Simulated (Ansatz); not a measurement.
## Energy profile

The step: Si₂H₄ ([SiH][SiH3]) + CH₄ → CH₈Si₂ ([CH3][SiH2][SiH3]); bonds formed: Si1–H3, Si1–C4; bonds broken: H3–C4 (atoms numbered as in the saddle structure below).

Si1  (-1.102, 0.316, 0.705)
Si2  (1.239, 0.858, 0.836)
H3  (0.035, -0.089, -0.365)
C4  (-0.948, -1.173, -0.759)
H5  (-1.383, 1.427, -0.291)
H6  (1.199, 2.164, 1.548)
H7  (2.081, 1.058, -0.383)
H8  (1.929, -0.157, 1.677)
H9  (-0.669, -2.085, -0.235)
H10  (-2.001, -1.209, -1.040)
H11  (-0.380, -1.110, -1.693)
(Å)

Electronic energies by CCSD(T) at an estimated basis limit (MP2 extrapolated from triple and quadruple zeta, plus CCSD(T) − MP2 in triple zeta), on PBE0-D4/def2-TZVP structures; CH8Si2, singlet; no counterpoise correction. Ansatz 0.2.0; basis: def2-TZVPP and def2-QZVPP; cores frozen in the correlated methods. Extrapolation: Hartree–Fock as exp(−7.88 √X), correlation as X^−2.97.

**Question.** Give the profile in eV, counted from the separated reactants. (An estimate is asked for; the value comes from the calculation.)

**Answer.** Computed:
```json
{"point": "separated: Si2H4 (linked as [SiH][SiH3]; Si1, Si2, H5, H6, H7, H8; singlet) + CH4 (H3, C4, H9, H10, H11; singlet)", "eV": "0.000"}
{"point": "start structure", "eV": "-0.102"}
{"point": "saddle", "eV": "0.765"}
{"point": "end structure", "eV": "-2.292"}
```

The T1 diagnostic stays at or below 0.016. The restricted Hartree–Fock reference is unstable towards an unrestricted one at one or more of these structures. The start structure is not quite a true minimum (one mode of 38i cm⁻¹).

Losses and insertions of silylenes and their heavier kin drive the gas-phase chemistry of silicon and germanium vapour deposition.

For scale, one of the runs: CCSD(T)/def2-TZVPP, 227 basis functions, launched by `ansatz run in.yaml --threads 4 --pin off --events-out ev --progress --plain --max-ram 9574MiB`. Time: 29 s of wall clock on 4 CPU threads of an Arm Neoverse V2; the host was shared. Peak host memory: 3.5 GiB.
